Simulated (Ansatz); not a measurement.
in.yaml

```yaml
crystal:
  periodic: [false, false, false]
  atoms:
    - {symbol: Ge, position_ang: [0.000000, 0.000000, 1.798900]}
    - {symbol: C, position_ang: [0.000000, 0.000000, -0.040400]}
    - {symbol: P, position_ang: [0.000000, 0.000000, -1.758500]}
basis:
  gaussian: {orbitals: cc-pVDZ}
magnetization: {spin_polarized: false, initial_magnetization: 1}
correlation: {active_space: {ras: {orbitals: [6, 1, 32], electrons: 13, max_holes: 2, max_particles: 2}, fixed_orbitals: true}}
scf: {lower_state_search: off}
output: {forces: true}
```

```sh
$ ansatz run in.yaml --threads 1 --pin off --events-out ev --progress --plain --max-ram 2393MiB
```

Log:

```
these checks for a lower state are left out or cut short: starts, cluster_reference, orbital_swaps, neighbouring_geometries, increment
656 factors; integrals over basis functions are off by at most 8.6e-4 eV
mean field evaluation 1: about -66770.7535 eV, gradient 2.0e1 eV
mean field evaluation 2: about -66770.7582 eV, gradient 2.0e1 eV
mean field evaluation 4: about -66772.1725 eV, gradient 2.9e0 eV
mean field evaluation 8: about -66772.2515 eV, gradient 3.5e-1 eV
mean field evaluation 16: about -66772.2742 eV, gradient 1.9e-6 eV
mean field -66772.27423881 eV, -2453.8358184032 hartree, gradient 1.9e-6 eV, S^2 0.750000; 0 other end points of the search recorded, 0 dependent functions left out
reference -66772.27423881 eV, -2453.8358184032 hartree; 27, 26 occupied and 32, 33 virtual orbitals, 656 factors
state -66780.24548448 eV, -2454.1287562783 hartree
the calculation of the forces begins
Total energy: -66780.24548448 eV, -2454.1287562783 hartree
Atom 0 at     0.000000     0.000000     1.798900 Å, force     0.000000    -0.000000     0.537903 eV/Å
Atom 1 at     0.000000     0.000000    -0.040400 Å, force    -0.000000     0.000000    -5.795333 eV/Å
Atom 2 at     0.000000     0.000000    -1.758500 Å, force     0.000000    -0.000000     5.257430 eV/Å
Dipole moment:     0.000000    -0.000000     0.096561 e Å
Checks for a lower state left out: starts, cluster_reference, orbital_swaps, neighbouring_geometries, increment
```

Forces (eV/Å):
```
Ge   0.000  0.000  0.538
C    0.000  0.000 -5.795
P    0.000  0.000  5.257
```

Ran on 1 thread of AMD EPYC 9R45, shared host: 4 s wall, 0.18 GiB peak host memory.
